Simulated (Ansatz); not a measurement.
Cost against result

Saddle point of C2H10Si, singlet (CH₆Si ([CH3][SiH3]) + CH₄ → C₂H₈Si (C[SiH2]C) + H₂; bonds formed: Si1–C7, H2–H6; bonds broken: Si1–H2, H6–C7), PBE0-D4/def2-TZVP structure:

Si1  (-0.387, -0.528, -0.194)
H2  (1.294, -0.744, -0.525)
H3  (-0.647, -1.555, -1.236)
H4  (-1.740, 0.151, -0.054)
C5  (-0.040, -0.998, 1.582)
H6  (0.901, 0.280, -0.818)
C7  (0.166, 1.396, -1.062)
H8  (-0.978, -1.261, 2.079)
H9  (0.672, -1.820, 1.661)
H10  (0.380, -0.135, 2.108)
H11  (-0.126, 2.022, -0.220)
H12  (1.102, 1.787, -1.484)
H13  (-0.598, 1.405, -1.838)
(Å)

Barriers are electronic and count from the start structure reached by relaxing down the imaginary mode.

Program: Ansatz 0.2.0. Basis: as named in each row. Cores are frozen in the correlated methods. B3LYP uses VWN-RPA correlation. Extrapolation: Hartree–Fock as exp(−7.88 √X), correlation as X^−2.97.

Times are rough, for one single point on 4 threads of a shared host (AMD EPYC).

The estimate by CCSD(T) at an estimated basis limit (MP2 extrapolated from triple and quadruple zeta, plus CCSD(T) − MP2 in triple zeta) is 332.6 kJ/mol.

```json
{"method": "HF", "basis": "STO-3G", "time (s)": "under 1", "barrier (kJ/mol)": "697.0", "method less estimate": "364.4"}
{"method": "PBE-D4", "basis": "STO-3G", "time (s)": "under 1", "barrier (kJ/mol)": "501.3", "method less estimate": "168.7"}
{"method": "SPW92", "basis": "def2-SVP", "time (s)": "1", "barrier (kJ/mol)": "264.3", "method less estimate": "-68.3"}
{"method": "B3LYP-D4", "basis": "6-31G", "time (s)": "1", "barrier (kJ/mol)": "407.1", "method less estimate": "74.6"}
{"method": "PBE-D4", "basis": "def2-SVP", "time (s)": "2", "barrier (kJ/mol)": "298.2", "method less estimate": "-34.4"}
{"method": "PBE0-D4", "basis": "def2-SVP", "time (s)": "2", "barrier (kJ/mol)": "318.0", "method less estimate": "-14.6"}
{"method": "SPW92", "basis": "def2-TZVPP", "time (s)": "3", "barrier (kJ/mol)": "256.9", "method less estimate": "-75.7"}
{"method": "BLYP-D4", "basis": "def2-TZVPP", "time (s)": "4", "barrier (kJ/mol)": "317.8", "method less estimate": "-14.8"}
{"method": "BHLYP-D4", "basis": "def2-TZVPP", "time (s)": "5", "barrier (kJ/mol)": "352.0", "method less estimate": "19.5"}
{"method": "wB97M-V", "basis": "def2-SVP", "time (s)": "6", "barrier (kJ/mol)": "333.7", "method less estimate": "1.1"}
{"method": "PBE-D4", "basis": "def2-TZVPP", "time (s)": "6", "barrier (kJ/mol)": "291.3", "method less estimate": "-41.3"}
{"method": "PBE0-D4", "basis": "def2-TZVPP", "time (s)": "6", "barrier (kJ/mol)": "308.8", "method less estimate": "-23.8"}
{"method": "B3LYP-D4", "basis": "def2-TZVPP", "time (s)": "6", "barrier (kJ/mol)": "330.1", "method less estimate": "-2.5"}
{"method": "CAM-B3LYP-D4", "basis": "def2-TZVPP", "time (s)": "6", "barrier (kJ/mol)": "337.8", "method less estimate": "5.2"}
{"method": "CCSD(T)", "basis": "def2-SVP", "time (s)": "7", "barrier (kJ/mol)": "362.6", "method less estimate": "30.0"}
{"method": "r2SCAN-D4", "basis": "def2-TZVPP", "time (s)": "7", "barrier (kJ/mol)": "306.4", "method less estimate": "-26.2"}
{"method": "r2SCAN0-D4", "basis": "def2-TZVPP", "time (s)": "7", "barrier (kJ/mol)": "318.5", "method less estimate": "-14.1"}
{"method": "RPA on PBE", "basis": "def2-TZVPP", "time (s)": "10", "barrier (kJ/mol)": "338.6", "method less estimate": "6.1"}
{"method": "B2PLYP", "basis": "def2-TZVPP", "time (s)": "11", "barrier (kJ/mol)": "338.7", "method less estimate": "6.1"}
{"method": "B97M-V", "basis": "def2-TZVPP", "time (s)": "12", "barrier (kJ/mol)": "313.9", "method less estimate": "-18.7"}
{"method": "PBE-QIDH", "basis": "def2-TZVPP", "time (s)": "12", "barrier (kJ/mol)": "325.5", "method less estimate": "-7.1"}
{"method": "wB97X-V", "basis": "def2-TZVPP", "time (s)": "13", "barrier (kJ/mol)": "334.0", "method less estimate": "1.4"}
{"method": "wB97M-V", "basis": "def2-TZVPP", "time (s)": "13", "barrier (kJ/mol)": "327.4", "method less estimate": "-5.2"}
{"method": "MP2", "basis": "def2-QZVPP", "time (s)": "43", "barrier (kJ/mol)": "329.1", "method less estimate": "-3.4"}
{"method": "CCSD(T)", "basis": "def2-TZVPP", "time (s)": "130", "barrier (kJ/mol)": "337.6", "method less estimate": "5.0"}
```

All methods are single points on the PBE0-D4 structures.

T1 diagnostic: at most 0.011.

Labels in which every atom is bracketed show which atoms are joined, not bond orders.
